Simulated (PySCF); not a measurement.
C₃H₄N (charge -1).
Numbering: `[CH3:1][CH-:2][C:3]#[N:4]` (hydrogens: H5, H6, H7 on C1; H8 on C2)

The same species was optimised twice, with GFN2-xTB and with PBE0-D3(BJ)/def2-SVP (PySCF), and the same property calculations (PySCF, gas phase) were run on both structures.

| coordinate | GFN2-xTB | PBE0-D3(BJ)/def2-SVP | change |
| --- | --- | --- | --- |
| C2–C3 (Å) | 1.351 | 1.383 | +0.032 |
| C1–H6 (Å) | 1.093 | 1.105 | +0.012 |
| C1–H7 (Å) | 1.103 | 1.113 | +0.010 |
| C1–H5 (Å) | 1.113 | 1.123 | +0.010 |
| C3≡N4 (Å) | 1.178 | 1.187 | +0.009 |
| C2–H8 (Å) | 1.092 | 1.097 | +0.005 |
| C1–C2 (Å) | 1.502 | 1.498 | -0.004 |
| C2–C3–N4 (°) | 174.1 | 178.4 | +4.3 |
| C1–C2–H8 (°) | 115.8 | 118.2 | +2.4 |
| C2–C1–H5 (°) | 114.6 | 116.6 | +2.0 |
| H6–C1–H7 (°) | 107.5 | 105.6 | -1.9 |
| C2–C1–H7 (°) | 111.7 | 113.3 | +1.6 |
| H5–C1–H6 (°) | 106.7 | 105.1 | -1.6 |
| H5–C1–H7 (°) | 105.8 | 104.6 | -1.2 |
| C1–C2–C3 (°) | 121.2 | 122.0 | +0.8 |

Rotational constants: A = 38924, B = 4674, C = 4293 MHz (GFN2-xTB) against A = 38136, B = 4565, C = 4188 MHz (PBE0-D3(BJ)/def2-SVP).

On the GFN2-xTB structure: HOMO (eV) 1.10 [PBE0/pcSseg-1]; LUMO (eV) 5.95 [PBE0/pcSseg-1]; GIAO shielding of C1 (ppm) 163.5 [PBE0/pcSseg-1]; GIAO shielding of C2 (ppm) 185.1 [PBE0/pcSseg-1]; GIAO shielding of C3 (ppm) 39.3 [PBE0/pcSseg-1]; GIAO shielding of N4 (ppm) -22.8 [PBE0/pcSseg-1].

What do these properties become on the PBE0-D3(BJ)/def2-SVP structure?

| property | level | on GFN2-xTB | on PBE0-D3(BJ)/def2-SVP | change |
| --- | --- | --- | --- | --- |
| HOMO (eV) | PBE0/pcSseg-1 | 1.10 | 1.07 | -0.03 |
| LUMO (eV) | PBE0/pcSseg-1 | 5.95 | 5.92 | -0.03 |
| energy, GFN2-xTB geometry as zero (kcal/mol) | PBE0/pcSseg-1 | 0.0 | -0.9 | -0.9 |
| GIAO shielding of C1 (ppm) | PBE0/pcSseg-1 | 163.5 | 162.5 | -1.0 |
| GIAO shielding of C2 (ppm) | PBE0/pcSseg-1 | 185.1 | 184.0 | -1.1 |
| GIAO shielding of C3 (ppm) | PBE0/pcSseg-1 | 39.3 | 37.0 | -2.3 |
| GIAO shielding of N4 (ppm) | PBE0/pcSseg-1 | -22.8 | -29.0 | -6.2 |

The heavy atoms differ by 0.027 Å rms after alignment. Among all bonds C2–C3 changes most (+0.032 Å). Changes are differences of the printed values. Neither structure is proved a minimum here. Isolated species at its PBE0-D3(BJ)/def2-SVP geometry, gas phase.
